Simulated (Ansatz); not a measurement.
in.yaml

```yaml
crystal:
  periodic: [false, false, false]
  atoms:
    - {symbol: Ga, position_ang: [-0.003365, 0.029784, -0.061440]}
    - {symbol: H, position_ang: [-0.003365, -1.475541, -0.557218]}
    - {symbol: H, position_ang: [0.644933, -0.366604, 2.971828]}
    - {symbol: H, position_ang: [-0.408783, -0.218100, 1.835436]}
basis:
  gaussian: {orbitals: cc-pVDZ}
magnetization: {spin_polarized: false, initial_magnetization: 2}
correlation: {method: sc_nevpt2, electrons: outside_noble_gas, active_space: {window: {electrons: 6, orbitals: 7}, shells: [{species: Ga, l: s, shell: 4}, {species: Ga, l: p, shell: 4}, {species: H, l: s, shell: 1}]}}
```

```sh
$ ansatz run in.yaml --threads 1 --pin off --events-out ev --progress --plain --max-ram 2393MiB
```

Log:

```
812 factors; integrals over basis functions are off by at most 2.6e-7 eV
mean field evaluation 1: about -52374.7429 eV, gradient 7.5e0 eV
mean field evaluation 2: about -52374.7594 eV, gradient 7.5e0 eV
mean field evaluation 4: about -52375.8927 eV, gradient 2.1e0 eV
mean field evaluation 8: about -52376.0615 eV, gradient 2.2e-1 eV
mean field evaluation 16: about -52373.4873 eV, gradient 7.6e0 eV
mean field -52376.06228561 eV, -1924.7847872260 hartree, gradient 5.3e-6 eV, S^2 2.000000; 1 other end points of the search recorded, 0 dependent functions left out
reference -52376.06228561 eV, -1924.7847872260 hartree; 18, 16 occupied and 24, 26 virtual orbitals, 812 factors
state -52377.25916512 eV, -1924.8287717369 hartree
state -52377.25916512 eV, -1924.8287717369 hartree; corrected -52378.11576344 eV, -1924.8602511444 hartree
Total energy: -52378.11576344 eV, -1924.8602511444 hartree
Checks for a lower state left out: starts, orbital_swaps
```

Natural occupations: 1.9726 1.9297 1.0082 0.9929 0.0527 0.0244 0.0194.

For the same geometry and basis full CI lies 390.2 meV lower.

Ran on 1 thread of Arm Neoverse V1, shared host: 3.9 s wall, 0.3 GiB peak host memory.
